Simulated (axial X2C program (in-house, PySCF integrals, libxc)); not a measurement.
## P₂: from Re and ωe to a spectrum

A bond curve at the CCSD(T) level, 2c, was computed with an in-house relativistic program for diatomic molecules (basis P dyall-v3z [8s7p2d1f] (cores contracted in-house)) for the state Ω = 0 (closed shell). Its fit gives Re = 1.9160 Å, ωe = 769.6 cm⁻¹, ωexe = 2.75 cm⁻¹ and αe = 1.412e-03 cm⁻¹; the masses are 30.9738 and 30.9738 u. Two-component means X2C with spin–orbit coupling and atomic mean-field Coulomb and Gaunt terms.

Correlated methods: 10 electrons correlated (number of frozen shells: P 2 s, 1 p), 138 virtual spin orbitals or spinors in MP2, 90 natural virtuals in coupled cluster.

Q: Find the reduced mass, Be and the force constant.

A: From the CCSD(T) values: μ = 15.4869 u. Be = 16.8576/(μ Re²) = 0.2965 cm⁻¹. k = 5.8918×10⁻⁷ μ ωe² = 5.4 mdyn/Å.

Q: A Morse curve ties αe to the other constants (Pekeris). How well does that hold?

A: αe(Morse) = 6Be²/ωe × (√(ωexe/Be) − 1) = 1.402e-03 cm⁻¹; the CCSD(T) curve gives 1.412e-03 cm⁻¹, a ratio of 0.99.

Q: Give B0 and the most populated J at 300 K (kT = 208.5 cm⁻¹).

A: B0 = Be − αe/2 = 0.2958 cm⁻¹; J(max) ≈ √(kT/2B0) − 1/2 = 18.3, so J = 18, nuclear-spin weights apart.

Q: Estimate the centrifugal constant by the Kratzer relation.

A: D = 4Be³/ωe² = 1.76e-07 cm⁻¹.

Q: Estimate De from a Morse curve and compare with the computed well depth of 4.519 eV to P + P.

A: De(Morse) = ωe²/(4ωexe) = 6.676 eV against 4.519 eV computed, a ratio of 1.48. The extrapolation overshoots: the well softens faster than a Morse curve, or the lowest atomic limit lies below the one to which the curve heads.

The state is a single determinant with fixed occupations, the lowest that a limited PBE0 search found. Dissociation energies refer to the lowest single-determinant-based atoms at the same level and basis. Coupled cluster ran in a truncated set of natural virtual spinors; the MP2 energy of the rest was added. (T) has no such correction and the atoms are truncated less, which lowers De at CCSD(T) by a hundredth of an eV or more.
